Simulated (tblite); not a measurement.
C₅H₉N (charge -1 and doublet state).
Numbering: `[CH3:1][N:2]1[CH2:3][CH:4][CH-:5][CH2:6]1` (hydrogens: H7, H8, H9 on C1; H10, H11 on C3; H12 on C4; H13 on C5; H14, H15 on C6)

Computed with GFN2-xTB (tblite), gas phase: L-BFGS steps from a force-field or distance-geometry start until the largest atomic force falls under 0.01 eV/Å.

Step 26: E = -496.9233 eV
```
atom  x, y, z in Å  |  force x, y, z in eV/Å
C1      1.7923   -0.1263    0.1441   -0.090   0.026   0.032
N2      0.4965    0.4847    0.2906    0.007   0.311  -0.045
C3     -0.4015   -0.3313    1.1182   -0.335  -0.228   0.008
C4     -1.7291   -0.4528    0.3989    0.263   0.036  -0.105
C5     -1.5728    0.1483   -0.9152    0.001  -0.148   0.416
C6     -0.1763    0.7238   -0.9976   -0.327   0.280  -0.393
H7      1.7030   -1.0589   -0.4528    0.385   0.043   0.022
H8      2.5080    0.5645   -0.3397   -0.285  -0.237   0.073
H9      2.1810   -0.3850    1.1412    0.010   0.078  -0.230
H10     0.0968   -1.3366    1.2465   -0.341   0.176   0.152
H11    -0.5064    0.1093    2.1364    0.252  -0.049  -0.149
H12    -2.6081   -0.1987    1.0227    0.105  -0.122  -0.221
H13    -2.0014   -0.3652   -1.7973    0.276   0.264   0.168
H14    -0.2352    1.8328   -1.1610    0.084  -0.018   0.270
H15     0.4488    0.3995   -1.8569   -0.005  -0.412   0.001
```

Step 27: E = -496.9613 eV
```
atom  x, y, z in Å  |  force x, y, z in eV/Å
C1      1.7772   -0.1198    0.1372    0.105   0.007   0.114
N2      0.4904    0.4866    0.2963   -0.011   0.348   0.068
C3     -0.4038   -0.3309    1.1266   -0.356  -0.326  -0.019
C4     -1.7208   -0.4811    0.3919    0.301   0.075   0.027
C5     -1.5592    0.1576   -0.8988    0.049   0.090   0.514
C6     -0.1660    0.7243   -0.9907   -0.460   0.207  -0.449
H7      1.7035   -1.0443   -0.4568    0.248  -0.218  -0.118
H8      2.4831    0.5608   -0.3533   -0.094   0.023  -0.044
H9      2.1839   -0.3754    1.1191    0.076   0.013   0.044
H10     0.0865   -1.3357    1.2774   -0.213   0.219   0.096
H11    -0.5168    0.1167    2.1400    0.213   0.007  -0.136
H12    -2.6060   -0.2367    1.0061    0.009  -0.111  -0.138
H13    -1.9894   -0.3039   -1.7824   -0.031   0.007  -0.276
H14    -0.2137    1.8276   -1.1890    0.126   0.017   0.315
H15     0.4468    0.3619   -1.8456    0.038  -0.359   0.001
```

Step 28: E = -496.9875 eV
```
atom  x, y, z in Å  |  force x, y, z in eV/Å
C1      1.7672   -0.1143    0.1342    0.140  -0.055   0.088
N2      0.4877    0.4995    0.3050   -0.073   0.161   0.039
C3     -0.4055   -0.3300    1.1382   -0.226  -0.209   0.015
C4     -1.7006   -0.5240    0.3825   -0.001   0.150   0.107
C5     -1.5511    0.1832   -0.8734   -0.265  -0.017  -0.131
C6     -0.1560    0.7257   -0.9928   -0.390   0.097  -0.272
H7      1.6925   -1.0383   -0.4577    0.163  -0.282  -0.114
H8      2.4630    0.5532   -0.3731    0.054   0.207  -0.121
H9      2.1935   -0.3652    1.1029    0.116  -0.025   0.224
H10     0.1022   -1.3201    1.3325   -0.201   0.304   0.020
H11    -0.5417    0.1456    2.1411    0.194  -0.031  -0.216
H12    -2.6189   -0.3406    0.9980    0.325  -0.123  -0.335
H13    -2.0270   -0.1952   -1.7985    0.153   0.140   0.294
H14    -0.1655    1.8259   -1.2278    0.098  -0.114   0.304
H15     0.4559    0.3026   -1.8330   -0.088  -0.203   0.097
```

Q: Estimate the geometry and energy of step 29. (The exact step hangs on the optimiser's Hessian estimate; all steps are aligned on step 28, rigid shifts and turns removed.)

A: E = -497.0082 eV, largest force 0.326 eV/Å
```
atom  x, y, z in Å  |  force x, y, z in eV/Å
C1      1.7678   -0.1150    0.1348    0.063  -0.048   0.003
N2      0.4877    0.5040    0.3036   -0.104  -0.060  -0.020
C3     -0.4106   -0.3324    1.1365   -0.026   0.024  -0.039
C4     -1.6985   -0.5228    0.3849   -0.151   0.089   0.085
C5     -1.5535    0.1809   -0.8679   -0.167   0.132  -0.211
C6     -0.1645    0.7277   -0.9983   -0.140  -0.061   0.038
H7      1.7079   -1.0430   -0.4602    0.086  -0.186  -0.044
H8      2.4597    0.5545   -0.3738    0.091   0.218  -0.105
H9      2.1898   -0.3633    1.1050    0.133  -0.024   0.235
H10     0.0849   -1.3164    1.3270   -0.019   0.088   0.033
H11    -0.5281    0.1434    2.1357    0.095   0.032  -0.079
H12    -2.6155   -0.3323    0.9901    0.206  -0.132  -0.216
H13    -2.0103   -0.1977   -1.7909   -0.046   0.025   0.087
H14    -0.1707    1.8219   -1.2151    0.083   0.053   0.173
H15     0.4496    0.2986   -1.8331   -0.105  -0.151   0.061
```

The energy changes by -0.0206 eV. The first-order estimate −F·Δx gives -0.0328 eV and the mean of the old and new forces, exact on a quadratic surface, -0.0205 eV. The step makes an angle of 51° with the force vector and moves no atom by more than 0.019 Å.

The cost below is that of the whole relaxation. Hardware: one thread of an Arm Neoverse V2 (shared host). Cost: 0.35 s.
